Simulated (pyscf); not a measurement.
H₂B–OH + HF → H₂B–F + H₂O, a four-centre exchange (singlet surface; B–O, F–H broken, B–F, H–O formed). Optimised with ωB97X-D3(BJ)/def2-SVP in PySCF. MP2 and CC: frozen core, UHF for open shells. ΔMP2 is the change of the MP2 total energy from the triple- to the quadruple-zeta basis. Energies in kcal/mol from the separated reactants.

Small-basis levels: PySCF, no dispersion term, spherical d functions. AM1 to PM7: differences of heats of formation from MOPAC. Cost: rough CPU time at the saddle relative to B3LYP/6-31G*, from one job on a shared machine.

```csv
level,barrier,reaction energy,cost
HF/STO-3G,[?],-6.6,0.06
HF/3-21G,-4.0,-6.9,0.06
HF/6-31G*,19.0,-5.2,0.09
B3LYP/6-31G*,1.8,-5.9,1
PBE/def2-SVP,-2.5,-0.5,2
B3LYP/def2-SVP,4.1,-1.1,1
PM7,[?],-5.5,under 0.02
CCSD(T)/def2-TZVPP + ΔMP2(QZVPP),[?],0.0,–
```

Some entries are withheld; supply them.


- HF/STO-3G, barrier: -6.7
- PM7, barrier: 17.3
- CCSD(T)/def2-TZVPP + ΔMP2(QZVPP), barrier: 13.1

Against the last row the barrier runs from -19.8 (HF/STO-3G) to +5.9 kcal/mol (HF/6-31G*); PM7 happens to lie closest here (4.2 kcal/mol apart). At HF/STO-3G, HF/3-21G, PBE/def2-SVP this geometry lies under one side, so the entry may be no barrier of that level: it is a single point on another level's saddle. CCSD(T)/def2-TZVPP + ΔMP2(QZVPP) has limits of its own. On the reactant side the descent ends in a complex (not fully relaxed), 7.2 kcal/mol under the separated species and 18.0 kcal/mol under the saddle at ωB97X-D3(BJ)/def2-TZVP. On the product side the descent ends in an adduct with a B–O contact, 10.7 kcal/mol under the separated species and 21.9 kcal/mol under the saddle at ωB97X-D3(BJ)/def2-TZVP. What is counted as broken (B–O) persists as a longer contact in the product adduct; parting that adduct is a step of its own. At ωB97X-D3(BJ) the barrier from the zero used here is 10.8 kcal/mol. One saddle was located; it need not be the lowest between these sides. The CCSD(T) − MP2 part came from Ansatz, without density fitting, on the same reference.
